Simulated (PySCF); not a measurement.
Species: H₄NP.
Cartesian coordinates in Å at the PBE0-D3(BJ)/def2-TZVP level; atoms count from 1:
```xyz
6
H4NP angstrom
N      1.3093    0.6242   -0.1804
P     -0.1030   -0.0100   -0.0663
H      2.0965   -0.0098   -0.1697
H     -0.6076   -0.9074   -1.0531
H     -1.0736    1.0029   -0.1004
H     -0.5100   -0.7403    1.0892
```

The closed-shell ground state was solved at several levels (PySCF, density fitting, gas phase, non-relativistic). Geometry: PBE0-D3(BJ)/def2-TZVP; no solvent, vibrations or thermal averaging.

```json
{"level": "B97-2/pcSseg-2", "basis functions": "135", "total energy (Eh)": "-398.5075", "HOMO (eV)": "-6.57", "LUMO (eV)": "0.17", "gap (eV)": "6.74", "dipole (D)": "2.93"}
{"level": "wB97X-D/pcSseg-2", "basis functions": "135", "total energy (Eh)": "-398.4861", "HOMO (eV)": "-8.69", "LUMO (eV)": "1.94", "gap (eV)": "10.63", "dipole (D)": "3.08"}
{"level": "PBE0/pcSseg-2", "basis functions": "135", "total energy (Eh)": "-398.3088", "HOMO (eV)": "-6.82", "LUMO (eV)": "0.15", "gap (eV)": "6.97", "dipole (D)": "2.96"}
```

**Question.** What might KT3/pcSseg-2 (135 basis functions) give for the same quantities?

**Answer.** Total energy -401.8926 Eh, HOMO -5.61 eV, LUMO -0.76 eV, gap 4.85 eV, dipole 2.65 D.

**Question.** Over all these levels, which gives the widest orbital gap and which the narrowest?

**Answer.** wB97X-D/pcSseg-2 (range-separated hybrid) has the widest, 10.63 eV, and KT3/pcSseg-2 (GGA) the narrowest, 4.85 eV. From the narrowest to the widest the HOMO moves by -3.08 eV and the LUMO by +2.70 eV.

**Question.** In the pcSseg-2 basis, how does the gap go with the fixed share of exact exchange?

**Answer.** KT3 (0 %) 4.85 eV; B97-2 (21 %) 6.74 eV; PBE0 (25 %) 6.97 eV. Each rise in the share widens the gap here.

**Question.** How far do the dipole and the HOMO energy spread over the levels?

**Answer.** The dipole runs from 2.65 to 3.08 D (mean 2.90 D) and the HOMO from -8.69 to -5.61 eV.

The pairwise dispersion term of wB97X-D wasn't added to the energies; at a given geometry it leaves orbitals and properties as they are.
